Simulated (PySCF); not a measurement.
Compound: C5H11N.
SMILES with atom numbers: `[CH3:1][CH2:2]/[C:3]([CH3:4])=[N:5]\[CH3:6]` (hydrogens: H7, H8, H9 on C1; H10, H11 on C2; H12, H13, H14 on C4; H15, H16, H17 on C6)

Structure used (PBE0-D3(BJ)/def2-SVP), in Å, numbered top down from 1:
```
atom  x, y, z in Å
C1    -0.492    1.715   -0.242
C2    -0.399    0.504    0.683
C3    -0.235   -0.792   -0.087
C4    -1.511   -1.513   -0.416
N5     0.859   -1.292   -0.501
C6     2.125   -0.666   -0.259
H7    -1.322    1.611   -0.958
H8    -0.658    2.641    0.329
H9     0.432    1.840   -0.827
H10    0.436    0.638    1.389
H11   -1.312    0.436    1.295
H12   -1.296   -2.386   -1.044
H13   -2.021   -1.841    0.505
H14   -2.213   -0.846   -0.945
H15    2.566   -0.363   -1.224
H16    2.820   -1.409    0.167
H17    2.123    0.220    0.402
```

Jobs on this species (17 atoms, 48 electrons) with PySCF (density fitting). Hardware of each: an Arm Neoverse V2 with one thread, on a shared host. Times come from a shared host and carry two figures at best.

| level and settings | work | basis functions | SCF cycles | wall time |
| --- | --- | --- | --- | --- |
| PBE0-D3(BJ)/def2-SVP, grid level 1 | geometry optimisation from a GFN2-xTB start | 139 | ? | ? |
| PBE/def2-SVPD | 10 singlets by full TDDFT, 4 Tamm–Dancoff triplets, polarisability, ΔSCF ions | 208 | ? | ? |
| B3LYP/def2-SVPD | 10 singlets by full TDDFT, 4 Tamm–Dancoff triplets, polarisability, ΔSCF ions | 208 | 14 | 80 s |
| HF/def2-SVPD | 10 singlets by TDHF, 4 Tamm–Dancoff triplets, polarisability, ΔSCF ions | 208 | 11 | 20 s |
| PBE0/6-31+G* | 10 singlets by full TDDFT, 4 Tamm–Dancoff triplets, polarisability | 130 | 12 | 14 s |
| PBE0/def2-SVPD | 10 singlets by full TDDFT, 4 Tamm–Dancoff triplets, polarisability, ΔSCF ions | 208 | 12 | 73 s |
| LDA/def2-SVPD | 10 singlets by full TDDFT, 4 Tamm–Dancoff triplets, polarisability, ΔSCF ions | 208 | 14 | 41 s |
| PBE0/aug-cc-pVDZ | 10 singlets by full TDDFT, 4 Tamm–Dancoff triplets, polarisability | 237 | 13 | 31 s |
| BHandHLYP/def2-SVPD | 10 singlets by full TDDFT, 4 Tamm–Dancoff triplets, polarisability, ΔSCF ions | 208 | 12 | 74 s |

Task: Fill in the missing figures.

Result: 
- PBE0-D3(BJ)/def2-SVP, grid level 1; geometry optimisation from a GFN2-xTB start: 65 s, 70 SCF cycles
- PBE/def2-SVPD; 10 singlets by full TDDFT, 4 Tamm–Dancoff triplets, polarisability, ΔSCF ions: 59 s, 14 SCF cycles

Task: What do all jobs in the table cost together?

Result: About 7.6 min; the longest takes about 18 % of that, and about 5.7 times as long as the shortest.
